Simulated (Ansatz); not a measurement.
Cartesian coordinates (Å):
SMILES: C=C=CC
```xyz
10

C      2.0752     0.3160     0.0724
C      0.8423    -0.0404     0.2893
C     -0.3928    -0.3928     0.4995
C     -1.5549    -0.0241    -0.3820
H      2.7459    -0.2975    -0.5192
H      2.4774     1.2380     0.4778
H     -0.6106    -0.9994     1.3755
H     -2.0485    -0.9205    -0.7668
H     -1.2302     0.5812    -1.2272
H     -2.3039     0.5395     0.1806
```
Charge 0, spin multiplicity 1.

Calculation: Ansatz (a first-principles code) with frozen-core CCSD(T)/def2-TZVPP // B3LYP-D3(BJ)/def2-TZVP.

HF energy: -154.96134 Ha
MP2 correlation energy: -0.64897 Ha

### Question
Estimate the CCSD correlation energy, the (T) correction, the total energy and the T1 diagnostic.

### Answer

```json
{
  "CCSD correlation energy": "-0.68546 Ha",
  "(T) correction": "-0.03145 Ha",
  "CCSD(T) total energy": "-155.67825 Ha",
  "T1 diagnostic": "0.011"
}
```
